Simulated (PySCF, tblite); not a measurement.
Isomers of C4H6N (doublet state). Calculated harmonic vibrations of the isolated species, GFN2-xTB (tblite), most abundant isotopes, no scaling. Against measured fundamentals such values can be off by several per cent, at times by over 20. One conformer each. Open shells enter through the occupations alone, without spin polarisation, and single modes of such species can be off by tens of per cent.

Electronic energies: B3LYP/pcH-1 single points on the GFN2-xTB geometries (PySCF, gas phase).

| SMILES | electronic energy, lowest = 0 (kcal/mol) |
| --- | --- |
| [CH2]/N=C\C=C | 0.0 |
| C#C[C@H]([CH2])N | 38.2 |
| [CH2]C(=C)N=C | 5.6 |

Problem. How do GFN2-xTB zero-point energies change the relative energies?

Solution. 
```json
{"SMILES": "[CH2]/N=C\\C=C", "ZPE (kcal/mol)": "53.8", "of it from modes above 1550 cm⁻¹": "28.6", "electronic (kcal/mol)": "0.0", "with ZPE, lowest = 0 (kcal/mol)": "0.0", "lowest mode (cm⁻¹)": "150", "rings": "0"}
{"SMILES": "[CH2]C(=C)N=C", "ZPE (kcal/mol)": "53.2", "of it from modes above 1550 cm⁻¹": "29.0", "electronic (kcal/mol)": "5.6", "with ZPE, lowest = 0 (kcal/mol)": "4.9", "lowest mode (cm⁻¹)": "124", "rings": "0"}
{"SMILES": "C#C[C@H]([CH2])N", "ZPE (kcal/mol)": "52.8", "of it from modes above 1550 cm⁻¹": "33.1", "electronic (kcal/mol)": "38.2", "with ZPE, lowest = 0 (kcal/mol)": "37.3", "lowest mode (cm⁻¹)": "127", "rings": "0"}
```

The zero-point energies span 1.0 kcal/mol, from `C#C[C@H]([CH2])N` to `[CH2]/N=C\C=C`. The order is unchanged.

Problem. And how do the electronic energies of GFN2-xTB itself compare?

Solution. `[CH2]/N=C\C=C` 0.0; `[CH2]C(=C)N=C` 12.2; `C#C[C@H]([CH2])N` 45.7 kcal/mol, lowest = 0. Against the energies above, taken from the same isomer `[CH2]/N=C\C=C`, the largest difference is 7.5 kcal/mol.

Problem. What do entropy and thermal enthalpy add at 298.15 K and 1 bar (rigid rotor, harmonic oscillator, one conformer each)?

Solution. 
```
          SMILES  point group  symmetry number  S (cal/(mol K))  H − H(0) (kcal/mol)  ZPE + H − H(0) − TS (kcal/mol)
   [CH2]/N=C\C=C           C1                1             74.9                 4.18                            35.6
   [CH2]C(=C)N=C           C1                1             75.2                 4.24                            35.0
C#C[C@H]([CH2])N           C1                1             79.7                 4.88                            33.9
```

S holds R ln(2S + 1) for the spin.
